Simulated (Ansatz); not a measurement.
System: CH$_{6}$Si, charge 1, doublet. CH6Si+ (parent SMILES C[SiH3], doublet).
B3LYP-D3(BJ)/def2-TZVP minimum from Ansatz (a quantum-chemistry and plane-wave program):
```xyz
8

Si    -0.7794     0.0719    -0.0077
C      1.4893    -0.1373     0.0147
H     -1.0531    -0.9271    -1.0492
H     -0.8366     1.4934    -0.3730
H     -1.0192    -0.2981     1.3935
H      1.5299    -1.1890     0.2849
H      1.6901     0.6020     0.7852
H      1.6649     0.1366    -1.0220
```
Charge +1, spin multiplicity 2.

Total energies in aug-cc-pV(D+d)Z, 13 correlated electrons, 6 frozen orbitals. Radicals and triplets start from unrestricted determinants; spin-orbit coupling is neglected. Correlated methods leave the cores frozen. No relativity. The spin of CH6Si+ (parent SMILES C[SiH3], doublet) was assumed, and the state is the lowest solution found for it.

| method | program | energy (Eh) | minus CCSDT(Q) (mEh) |
|---|---|---|---|
| HF | Ansatz | -329.95983 | 283.29 |
| MP2 | Ansatz | -330.18828 | 54.83 |
| CCSD | Ansatz | -330.23555 | 7.57 |
| CCSD(T) | Ansatz | -330.24176 | 1.36 |
| CCSDT(Q) | Ansatz | -330.24312 | 0.00 |

Rough core times of Ansatz's runs on a shared machine: CCSD(T) 20 s, CCSDT(Q) 40 min.
